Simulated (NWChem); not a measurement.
System meant: Na anion

NWChem input:

```
start job
memory heap 200 mb stack 700 mb global 900 mb
charge -1
geometry units angstroms noautoz
  Na     0.000000     0.000000     0.000000
end
basis spherical
  * library def2-svp
end
dft
  xc pbe0
  iterations 4
  mulliken
end
task dft energy
```

End of the output:

```
 Vector    8  Occ=0.000000D+00  E= 1.481769D-01
              MO Center=  3.1D-18,  2.7D-17, -7.0D-17, r^2= 6.8D+00
   Bfn.  Coefficient  Atom+Function         Bfn.  Coefficient  Atom+Function
  ----- ------------  ---------------      ----- ------------  ---------------
     9      0.932862  1 Na py                 8      0.300186  1 Na px
    10      0.233516  1 Na pz                 6     -0.131043  1 Na py
     5     -0.042168  1 Na px                 7     -0.032803  1 Na pz

 Vector    9  Occ=0.000000D+00  E= 1.481769D-01
              MO Center= -1.4D-15,  3.1D-17, -1.2D-15, r^2= 6.8D+00
   Bfn.  Coefficient  Atom+Function         Bfn.  Coefficient  Atom+Function
  ----- ------------  ---------------      ----- ------------  ---------------
     8      0.815279  1 Na px                10     -0.580060  1 Na pz
     9     -0.117147  1 Na py                 5     -0.114525  1 Na px
     7      0.081483  1 Na pz

     ---------------------------------------------
      Total Density - Mulliken Population Analysis
     ---------------------------------------------

    Atom       Charge   Shell Charges
 -----------   ------   -------------------------------------------------------
    1 Na  11    12.00   2.00  1.99 -0.15  2.16  5.98  0.02  0.00

     -------------------------------------------
      Total Density - Lowdin Population Analysis
     -------------------------------------------

    Atom       Charge   Shell Charges
 -----------   ------   -------------------------------------------------------
    1 Na  11    12.00   2.00  1.98  0.58  1.44  5.96  0.04  0.00
 ------------------------------------------------------------------------
 dft energy failed                                                                                  0
 ------------------------------------------------------------------------
 ------------------------------------------------------------------------
  current input line :
    15: task dft energy
 ------------------------------------------------------------------------
 ------------------------------------------------------------------------
 This type of error is most commonly associated with calculations not reaching convergence criteria
 ------------------------------------------------------------------------
 For more information see the NWChem manual at https://nwchemgit.github.io

0:dft energy failed:Received an Error in Communication
```

**Question.** Find the fault in this run and fix the input.

**Answer.** The run did not converge; its last values are not results. Cause: the SCF was allowed too few iterations. This input runs:
```
start job
memory heap 200 mb stack 700 mb global 900 mb
charge -1
geometry units angstroms noautoz
  Na     0.000000     0.000000     0.000000
end
basis spherical
  Na library def2-svp
end
dft
  xc pbe0
  iterations 150
  mulliken
end
task dft energy
```
It converges to -162.12943 Ha (PBE0/def2-SVP).
